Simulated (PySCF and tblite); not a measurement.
C₄H₆NO (charge -1), numbered as in [CH3:1][CH2:2][O:3][CH-:4][C:5]#[N:6].

The ensemble was built from 90 distance-geometry starts (ETKDG and KDG, MMFF94s, GFN2-xTB) and rests on GFN2-xTB geometries. Free energies are PBE0-D3(BJ)/def2-SVP single points with GFN2-xTB rigid-rotor and vibrational terms (modes under about 100 cm⁻¹ blended into free rotors). Symmetry numbers and mirror images are counted. Conformers within 3 kcal/mol (GFN2-xTB free energy) were kept, 10 at most. GIAO shieldings: WP04/pcSseg-1. Shifts are against TMS (¹H), TMS (¹³C), NH3 (¹⁵N) at the same level. Codes: tblite and PySCF.

Task: Predict the averaged NMR shifts at 298.15 K.

Result: ¹H: 4.38 (H4, 1H), 3.13 (H2, 2H), 0.89 (H1, 3H) ppm. ¹³C: 146.1 (C5), 90.0 (C4), 76.9 (C2), 19.9 (C1) ppm. ¹⁵N: 331.7 (N6) ppm.

Task: How do the conformers differ?

Result: Torsions listed: C1–C2–O3–C4, C2–O3–C4–C5. Of a mirror pair one member is shown.
| conformer | shape | weight % |
| --- | --- | --- |
| 1 | 180°, -98° | 41.8 |
| 2 | 180°, -70° | 28.9 |
| 3 | -65°, -87° | 18.2 |
| 4 | -77°, 73° | 11.0 |

| signal | 1 | 2 | 3 | 4 | average |
| --- | --- | --- | --- | --- | --- |
| H1 | 0.75 | 0.84 | 1.06 | 1.30 | 0.89 |
| H2 | 3.10 | 3.08 | 3.19 | 3.27 | 3.13 |
| H4 | 4.85 | 4.11 | 4.09 | 3.83 | 4.38 |
| C1 | 20.8 | 20.8 | 17.0 | 19.0 | 19.9 |
| C2 | 77.8 | 78.1 | 69.8 | 81.8 | 76.9 |
| C4 | 91.9 | 91.1 | 84.5 | 89.0 | 90.0 |
| C5 | 146.1 | 145.3 | 145.2 | 149.4 | 146.1 |
| N6 | 338.1 | 325.8 | 331.4 | 323.8 | 331.7 |

Task: Which signal moves most, for its nucleus, between 180 and 400 K through the change of populations alone?

Result: H4: 4.36 ppm at 180 K, 4.37 ppm at 230 K, 4.38 ppm at 298.15 K, 4.39 ppm at 330 K, 4.39 ppm at 400 K.

The ion is treated without a counter-ion. Unscaled ¹⁵N shifts at such levels can be off by tens of ppm; differences between conformers or isomers are more reliable. Shifts are unscaled: against experiment ¹³C can be off by 15 ppm or more and ¹H by 0.8 ppm. The highest orbital of this anion is unbound, so its values hang on the basis.


¹⁵N shifts are against a computed isolated NH3 molecule, about 20 ppm from the liquid.